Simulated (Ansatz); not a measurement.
HCN/HNC, singlet: up the ladder of correlation methods

Program: Ansatz, Gaussian basis, development build; BCCD by scripts on PySCF. Nonrelativistic, cc-pVDZ, 2 core orbitals frozen. Perturbation and coupled-cluster methods stand on the Hartree–Fock determinant that coupled cluster favours (restricted). The state met can differ between shapes. 

Shape A:

```xyz
3

C     0.0803    0.6203    0.0000
N     0.0803   -0.5681    0.0000
H    -1.0441    0.2551    0.0000
```

Shape B:

```xyz
3

C     0.0000    0.0000   -0.5004
N     0.0000    0.0000    0.6526
H     0.0000    0.0000   -1.5663
```

Shape C:

```xyz
3

C     0.0000    0.0000   -0.7372
N     0.0000    0.0000    0.4321
H     0.0000    0.0000    1.4270
```

Correlation energy of CCSD(T), then each method's total less that of CCSD(T), in eV:

```json
{"case": "A", "E corr CCSD(T)": "-8.297", "BCCD": "+0.374", "BCCD(T)": "+0.002", "determinant": "–"}
{"case": "B", "E corr CCSD(T)": "-8.300", "BCCD": "+0.345", "BCCD(T)": "+0.001", "determinant": "–"}
{"case": "C", "E corr CCSD(T)": "-8.087", "BCCD": "+0.334", "BCCD(T)": "-0.001", "determinant": "–"}
```

(1) How far does CCSDT(Q) lie from CCSD(T) in each case, and where is CCSD(T) within 1 kcal/mol (0.043 eV)?

Results:

(1) A: -0.046 eV (outside); B: -0.044 eV (outside); C: -0.040 eV (within).
